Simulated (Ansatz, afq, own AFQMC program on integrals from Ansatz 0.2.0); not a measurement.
AFQMC on a folder of integrals that Ansatz 0.2.0 wrote.

```yaml
crystal:
  periodic: [false, false, false]
  atoms:
    - {symbol: Al, position_ang: [0.000000, 0.000000, 0.000000]}
basis:
  gaussian: {orbitals: cc-pVQZ}
magnetization: {spin_polarized: true, initial_magnetization: 1}
correlation: {method: ccsd_t, electrons: outside_noble_gas, hamiltonian_folder: ham}
```

```sh
$ ansatz run in.yaml --threads 1 --pin off --events-out ev --progress --plain --max-ram 16896MiB --backend cuda --devices 0, --max-vram 18GiB
```

Options of the walk:

```
--method phaseless --trial cisd --walkers 4000 --populations 20 --least-time 60 --time-step 0.005 --steps-per-block 50 --equilibration-blocks 28 --max-blocks 4000 --target-error 7e-05 --factor-cut 1e-05 --start spin_pure --seed 4778 --release-times 0.24,0.5,1,1.5 --release-step 0.02 --release-every 3 --taylor-order 6
```

Times are imaginary, in 1/Eh. The walk had a cap of 166 s. With eight or more populations the least sampling time is a fifth of least-time, and the error comes from their spread.

Output of the walk:

```
orbitals 54  electrons 2 1  factors 350 of 354
reference energy -241.88041280 Eh
CCSD correlation -0.05198810 Eh in 10 cycles, weight of the determinant in the CISD state 0.9310
energy of the start -241.932355 Eh
 block  time / (1/Eh)  mean weight  energy / Eh
     1     0.250  1.0000  -241.932427
     2     0.500  1.0000  -241.932568
     3     0.750  1.0000  -241.932731
     4     1.000  0.9998  -241.932891
     5     1.250  1.0000  -241.933038
     8     2.000  1.0000  -241.933308
    11     2.750  0.9999  -241.933577
    26     6.500  1.0001  -241.933900
    41    10.250  1.0001  -241.934099
    56    14.000  1.0002  -241.933923
    71    17.750  1.0001  -241.934054
    86    21.500  1.0002  -241.934061
   101    25.250  0.9997  -241.934175
   116    29.000  1.0001  -241.931212
   131    32.750  1.0001  -241.933936
   141    35.250  1.0001  -241.934264
   146    36.500  0.9998  -241.934131
   161    40.250  0.9999  -241.934046
   176    44.000  1.0001  -241.933882
   191    47.750  0.9999  -241.934088
   206    51.500  1.0000  -241.933919
error from the spread of 20 populations
released: time / (1/Eh)  energy / Eh  error  mean overlap
  0.24  -241.933991  0.000021  0.9997
  0.50  -241.934021  0.000018  0.9985
  1.00  -241.933077  0.000923  0.9976
  1.50  -241.934236  0.000158  0.9974
energy -241.933980 +/- 0.000034 Eh
(rows thinned)
```

The run passed its tests (sampling time, drift between the halves within three errors, error under three times the target), which doesn't prove that it has relaxed, ending at its cap on processor time.

Against this walk (error 0.9 meV) on the same determinant: CCSD(T) 8.4 meV higher, full CI 4.1 meV lower. The error is statistical and leaves out the bias of the constraint. The released energies have errors that jump between times, so the bars are unsure (meV from the phaseless value at times in 1/Eh: -0.3 ± 0.6 at 0.24, -1.1 ± 0.5 at 0.50, 25 ± 25 at 1.00, -7 ± 4 at 1.50), so they give no level.

Cautions: constraint bias not in the error.

The walk took 2.8 min on 1 × NVIDIA H100 80GB HBM3 with 2 threads of AMD EPYC 7R13 Processor (Zen 3), with other jobs on the host (the card was shared). The log's last line is the phaseless energy.

A walk keeps the symmetry of its determinant, which the program's search chose and which needn't be the lowest solution, so a lower state of the same spin and another symmetry isn't excluded.
